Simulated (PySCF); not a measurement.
## Ionising LiS

UHF-CCSD(T); Li 6-311G(d,p), S 6-311G(d,p); no relativity (PySCF 2.14). Neutral (UHF): doublet (π ↑), Re = 2.153 Å, ωe = 586 cm⁻¹, De = 2.82 eV.

LiS⁺ (UHF): triplet (π ↑↑), Re = 2.452 Å, ωe = 366 cm⁻¹, De = 0.88 eV to Li⁺ + S. The energies at the minima are -405.15063 hartree for LiS and -404.88252 for LiS⁺.

Question: Work out the adiabatic ionisation energy, without and with harmonic zero-point energies (1 hartree = 27.2114 eV, 1 eV = 8065.5 cm⁻¹), and the change of the bond length.

Answer: At UHF-CCSD(T): 0.26811 hartree = 7.296 eV between the minima; the zero-point term (366.0 − 586.0)/2 cm⁻¹ = -0.014 eV makes it 7.282 eV. Re changes by +29.9 pm against the neutral. The electron leaves a π orbital, and the longer bond of the ion fits a bonding orbital, or a change in how ionic the bond is.

Correlated steps freeze 5 core orbitals. For an ion De counts to the pair picked by the measured ionisation energies or electron affinities, which need not be the lowest pair at this level. States were picked by a PBE0 search and need not be the measured ground states.
